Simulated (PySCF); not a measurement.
Reproducing measurements on CFCl3

**Measured values to compare with.**

NIST CCCBDB Release 22 (SRD 101), experimental dipoles lists, for the gas: dipole moment (microwave Stark effect, vibrational ground state) 0.46 ± 0.02 D.

How close the calculation comes is told at the end.

Species: CFCl3.
Numbering: `[F:1][C:2]([Cl:3])([Cl:4])[Cl:5]`

Cartesian coordinates in Å at the GFN2-xTB level; atoms count from 1:
```xyz
5
CCl3F angstrom
F      0.0603   -0.1410    1.3961
C      0.0046   -0.0063    0.0667
Cl    -0.4579    1.6606   -0.3126
Cl     1.6028   -0.3706   -0.6039
Cl    -1.2011   -1.1397   -0.5634
```

Runs made with PySCF (gas phase, on this GFN2-xTB geometry; no spin–orbit coupling):

| level | job | basis functions | wall time |
| --- | --- | --- | --- |
| B3LYP/pcX-1 | shieldings | 168 | 7.6 s |
| B97-D/pcX-1 | shieldings | 168 | 9.4 s |
| BLYP/pcX-1 | shieldings | 168 | 10 s |
| BP86/pcX-1 | shieldings | 168 | 8.8 s |
| HF/pcX-1 | shieldings | 168 | 4.9 s |
| KT2/pcX-1 | shieldings | 168 | 9.1 s |
| KT3/pcX-1 | shieldings | 168 | 9.8 s |
| LDA/pcX-1 | shieldings | 168 | 8.0 s |
| OPBE/pcX-1 | shieldings | 168 | 9.2 s |
| PBE/pcX-1 | shieldings | 168 | 11 s |
| PW91/def2-QZVP | shieldings | 324 | 46 s |
| X3LYP/def2-QZVP | shieldings | 324 | 35 s |

Hardware: Intel Xeon at 2.30 GHz, one thread (shared host).

**Comparison with experiment**

**Dipole moment.** Measured: 0.46 D (NIST CCCBDB Release 22 (SRD 101), experimental dipoles).

| level | computed (D) | computed − measured (D) | % (from the printed values) |
| --- | --- | --- | --- |
| B3LYP/pcX-1 | 0.41 | -0.05 | -11 |
| B97-D/pcX-1 | 0.33 | -0.13 | -28 |
| BLYP/pcX-1 | 0.31 | -0.15 | -33 |
| BP86/pcX-1 | 0.31 | -0.15 | -33 |
| HF/pcX-1 | 0.60 | +0.14 | +30 |
| KT2/pcX-1 | 0.33 | -0.13 | -28 |
| KT3/pcX-1 | 0.31 | -0.15 | -33 |
| LDA/pcX-1 | 0.36 | -0.10 | -22 |
| OPBE/pcX-1 | 0.28 | -0.18 | -39 |
| PBE/pcX-1 | 0.30 | -0.16 | -35 |
| PW91/def2-QZVP | 0.31 | -0.15 | -33 |
| X3LYP/def2-QZVP | 0.40 | -0.06 | -13 |

Closest is B3LYP/pcX-1 (-0.05 D), furthest OPBE/pcX-1 (-0.18 D); one molecule doesn't rank methods. The computed dipoles belong to one fixed geometry; measured ones are averaged over vibrations unless marked μe. Magnitudes are compared, not signs.

The geometry is computed, not the measured one. Where a level misses, the cause wasn't examined.
